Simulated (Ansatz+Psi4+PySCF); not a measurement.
doublet N4(+) in separate pieces: levels of theory in one basis

```csv
atom,x (Å),y (Å),z (Å)
N,0.5650,0.0000,-5.0000
N,-0.5650,0.0000,-5.0000
N,-0.5650,0.0000,5.0000
N,0.5650,0.0000,5.0000
```

Basis set: cc-pVTZ (spherical functions). Frozen core: 4 orbitals. Correlation on ROHF uses semicanonical orbitals with singles. Charge 1, multiplicity 2.

Computed with Ansatz (development build ahead of 0.2.0); each method stands on the lowest determinant of its kind that the runs found.

```tsv
method	E − E(ROHF) (eV)	<S²> of the determinant
ROHF	0.00	0.75
UHF	-0.12	0.81
ROHF-MP2	-18.73	–
UHF-MP2	-18.97	0.81
```

Task: Is a single determinant a sound starting point here?

Result: Only with care. Unrestricted orbitals gain 0.12 eV and <S²> is 0.81 against 0.75 for a pure state, but several determinants compete.

Caution: the charge can sit on one fragment and break the point group; the determinant breaks the point group. Caution for ROHF-MP2, UHF-MP2: MP2 on this radical cation hangs on the determinant chosen; another reference gives a lower total.
